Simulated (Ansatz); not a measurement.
Ideal-gas functions of C2H2Cl2O (`Cl[C@H]1O[C@@H]1Cl`) at 298.15 K and 1 bar, from an Ansatz frequency run at PBE0-D4/def2-TZVP.

Molar mass 112.94 g/mol, point group C2 (symmetry number 2), electronic degeneracy 1, moments of inertia 43.157, 352.057, 374.924 u Å². Harmonic wavenumbers (cm⁻¹, unscaled): 193, 245, 344, 472, 797, 811, 865, 976, 1099, 1146, 1282, 1291, 1416, 3192, 3192.

Use S(trans) = R[1.5 ln M + 2.5 ln T − 1.1517]; rotational temperatures θ = 24.2544 K / I; S(rot) = R[ln(√π/σ · √(T³/θAθBθC)) + 1.5]; for each mode x = 1.438777 ν̃/T, S = R[x/(eˣ − 1) − ln(1 − e⁻ˣ)] and H = RT x/(eˣ − 1); 1 cm⁻¹ = 0.0119627 kJ/mol; R = 8.31446 J/(mol·K).

Question: By hand: the entropy, in J/(mol·K).

Answer: Translation 167.8. Rotation: θ = 0.562, 0.0689, 0.0647 K, giving 107.4. Vibration, mode by mode: 9.20, 7.39, 4.99, 3.06, 0.88, 0.83, 0.67, 0.43, 0.26, 0.22, 0.12, 0.12, 0.07, 0.00, 0.00, in all 28.2. Electronic 0.0. Sum 303.4 J/(mol·K).

Question: By hand: H − E and G − E in kJ/mol, counted from the electronic energy.

Answer: Zero-point energy ½ × 17321 × 0.0119627 = 103.6; thermal vibration 5.3; translation, rotation and pV give 4 RT = 9.9. H − E = 118.8 kJ/mol, and G − E = 118.8 − 298.15 × 303.4/1000 = 28.3 kJ/mol.

Vibration gives 9 % of the entropy. The sum counts one conformer and one mirror image; others add a mixing term.
